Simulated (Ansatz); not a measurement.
hcp Hf

These are r²SCAN in Ansatz (PAW) values and carry that method's errors.

Settings: plane-wave cutoff 500 eV, 18×18×1 k mesh (along the axes of the cell as run), Fermi–Dirac smearing 0.1 eV, scalar-relativistic PAW data made under PBE.

Cell: relaxed at this level.

* **surface energy of the (10-11) face**: 1.96 J/m²
* **work function of the (10-11) face**: 4.00 eV

The slab of 12 atoms is relaxed and unreconstructed.

Spin–orbit coupling is not included.

Static lattice: no zero-point or thermal effects.

It cost around 2.9 core-hours (rough) of CPU time.

Ansatz is a quantum-chemistry and plane-wave program.
